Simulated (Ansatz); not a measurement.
# HAlGa, quartet: breathe scan

Starting geometry (PBE0/def2-TZVP stationary point for this spin, not checked as a minimum):

```yaml
atoms:
  - { symbol: Al, position_ang: [0.0000, 0.0000, 0.2539] }
  - { symbol: Ga, position_ang: [0.0000, 0.0000, -2.0897] }
  - { symbol: H, position_ang: [0.0000, 0.0000, 1.8358] }
```

From there all distances are scaled together; atoms are numbered as listed. Energies are in kcal/mol, counted from the starting geometry at the same level. Kohn–Sham curves are unrestricted where that lies lower.

Basis 6-31G (Cartesian d functions); Ansatz 0.2.0. Only valence electrons are correlated (noble-gas cores and the filled d shells of p-block atoms frozen). No spin–orbit coupling is included, and no scalar relativity.

A value is left out where its run failed or describes another state than the reference as far as symmetry and spin tell, or, spin-broken singlets apart, can't be checked. The reference follows the lowest state, whose symmetry changes from Σ⁻ or Δ to Π between 1.500 and 1.778.

In so small a basis the reference is far from its limit while semilocal and hybrid functionals are nearer theirs (RPA and double hybrids share much of the reference's basis error), so the functionals' errors here hold much of the reference's basis and frozen-core error, which can add to them or hide them.

Full CI is exact within this basis and frozen core; it isn't the basis-set limit.

```
scale of all distances  full CI   PBE  revPBE  r2SCAN  PBE0  B3LYP  r2SCANh  B2PLYP  RPA-PBE
                 0.870     33.0  27.9    29.0    26.0  26.3   26.5     25.6    27.7     35.2
                 1.000      0.0   0.0     0.0     0.0   0.0    0.0      0.0     0.0      0.0
                 1.107      2.2   4.4     3.9     6.5   6.4    5.2      7.0     5.4      0.2
                 1.326     27.3  32.2    31.3    38.3  37.3   32.4     39.1    34.4     21.3
                 1.500     42.6  51.0    50.0    58.2  56.4   49.3     58.9       –     34.4
                 1.778     50.4  62.4    61.2    71.0  64.8   58.1     70.8    56.6     40.9
                 1.990     52.5  67.1    65.4    76.6  69.0   62.2     76.2    59.1     42.0
                 2.425     54.8  73.7    71.4    82.9  73.0   66.0     81.3    61.5     43.9
```

r2SCAN at 2.425 lies 28.1 kcal/mol (51 %) above the reference in this basis. B2PLYP at 2.425 lies 6.7 kcal/mol (12 %) above the reference in this basis. r2SCANh at 2.425 lies 26.5 kcal/mol (48 %) above the reference in this basis. PBE0 at 2.425 lies 18.2 kcal/mol (33 %) above the reference in this basis.
